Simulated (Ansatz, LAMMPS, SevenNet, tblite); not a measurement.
# How well does each level of theory give the elastic constant C12 of 3C-SiC?

Reference value: 142 GPa (measured, temperature not stated, not corrected to a static lattice; as tabulated in Råsander and Moram (2015), arXiv:1505.02379).

Question: What do EDIP SiC.edip, GFN1-xTB, SevenNet-0, LDA, PBE, r²SCAN, HSE06 give, and how far is each from the reference?

Answer: 
```csv
level (code),value (GPa),cell (Å³/atom),difference (%)
EDIP SiC.edip (LAMMPS),140,10.38,-1.4
GFN1-xTB (tblite),142,11.27,0.0
SevenNet-0 (SevenNet),157,10.49,+10.6
LDA (Ansatz),143,10.14,+0.7
PBE (Ansatz),127,10.50,-10.6
r²SCAN (Ansatz),134,10.33,-5.6
HSE06 (Ansatz),141,10.28,-0.7
```

Leaving aside EDIP SiC.edip, which can be fitted to such values or carry a doubt: The reference's temperature isn't stated, so close values are not ranked against it.

The measured value isn't corrected to a static lattice, so vibrations enter the comparison.  GFN1-xTB: the method was fitted mainly to molecules. GFN1-xTB: the run uses a supercell at the zone centre in place of a k mesh. Each level is taken at its own relaxed cell. Cutoffs and k meshes differ between the levels. Ansatz's density-functional and Hartree–Fock values are scalar-relativistic unless marked +SOC, with PAW data made under PBE.

Empirical potentials (EDIP SiC.edip) are fitted to chosen data, which need not cover the solid at hand: agreement can be built in, and what lay outside the fit can be far off. Machine-learned potentials (SevenNet-0) are trained on DFT data, which may include these solids.

Differences are worked out from the printed values.

Ansatz is a first-principles code.
